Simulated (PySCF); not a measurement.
dimethylamine (C2H7N), SMILES CNC.

Coordinates come from a B3LYP-D3(BJ)/def2-TZVP optimisation.

These are TDDFT-PBE/def2-SVPD run with PySCF values and carry that method's errors.

Vertical excitations. The molecule is in vacuum. State labels are in the subgroup Cs.

```
state  symmetry  energy (eV)  λ (nm)      f                          main pairs
-----  --------  -----------  ------  -----  ----------------------------------
S1           A'         5.12     242  0.006                     HOMO→LUMO 100 %
S2           A"         5.97     208  0.005                   HOMO→LUMO+1 100 %
S3           A'         6.20     200  0.031                    HOMO→LUMO+2 99 %
S4           A'         7.05     176  0.010  HOMO→LUMO+3 83 %, HOMO→LUMO+4 17 %
S5           A'         7.14     174  0.089  HOMO→LUMO+4 83 %, HOMO→LUMO+3 16 %
S6           A"         7.81     159  0.019                    HOMO→LUMO+6 99 %
S7           A'         7.88     157  0.005                    HOMO→LUMO+5 98 %
S8           A"         8.27     150  0.076                    HOMO→LUMO+7 98 %
S9           A'         8.35     148  0.007                    HOMO→LUMO+8 98 %
S10          A"         8.88     140  0.010  HOMO→LUMO+9 68 %, HOMO−1→LUMO 31 %
T1           A'         4.95     251      0                     HOMO→LUMO 100 %
T2           A"         5.88     211      0                   HOMO→LUMO+1 100 %
T3           A'         5.94     209      0                    HOMO→LUMO+2 99 %
T4           A'         6.86     181      0                    HOMO→LUMO+3 89 %
```
Triplets are in the Tamm–Dancoff approximation, which puts them higher than full response would, so one can lie above its singlet here.
